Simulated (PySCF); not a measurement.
disilanol, H₆OSi₂, SMILES O[SiH2][SiH3], point group C1.

Level: PBE0/pcSseg-1 in PySCF (density fitting, grid level 2); geometry and Hessian at that level, cubic constants and property derivatives from steps of ±0.6 along each species' dimensionless normal coordinates, second-order vibrational perturbation theory. The parent has the commonest isotopes.

Equilibrium geometry (Å):

| atom | x | y | z |
| --- | --- | --- | --- |
| O1 | -1.7785 | 0.4115 | 0.9679 |
| Si2 | -0.9268 | -0.3636 | -0.2417 |
| Si3 | 1.3844 | 0.0159 | -0.0641 |
| H4 | -1.7092 | 1.3710 | 1.0042 |
| H5 | -1.2330 | -1.8077 | -0.0804 |
| H6 | -1.3787 | 0.0732 | -1.5981 |
| H7 | 1.9140 | -0.4883 | 1.2352 |
| H8 | 2.1092 | -0.6668 | -1.1757 |
| H9 | 1.6729 | 1.4789 | -0.1481 |

(1) Give the equilibrium and ground-state rotational constants (MHz) of parent; ²⁹Si at 3.

(2) How is the parent's vibrational correction B0 − Be made up?

(3) And its quartic centrifugal distortion constants from the harmonic force field?

A mode lies under 250 cm⁻¹, where this perturbation treatment is rough. Internal rotors are held in one well.

## Answers

(1) 
| species | Ae | Be | Ce | A0 | B0 | C0 | Δ0 (u Å²) | harmonic ZPE (cm⁻¹) |
| --- | --- | --- | --- | --- | --- | --- | --- | --- |
| parent | 15316 | 3290.5 | 2908 | 15331 | 3276.9 | 2895.8 | -12.663 | 12269 |
| ²⁹Si at 3 | 15302 | 3239.6 | 2867.7 | 15317 | 3226.2 | 2855.6 | -12.663 | 12264 |

Δ0 = Ic − Ia − Ib from the ground-state constants.

(2) 
```csv
axis,harmonic,Coriolis,cubic,total (MHz)
a,53.2,-83.5,45.8,15.5
b,5.71,-2.62,-16.7,-13.6
c,2.6,-2.35,-12.5,-12.3
```

(3) Asymmetric top, A reduction, Ir representation: ΔJ = 1.93 kHz, ΔJK = -15.3 kHz, ΔK = 134 kHz, δJ = 0.432 kHz, δK = 4.9 kHz.
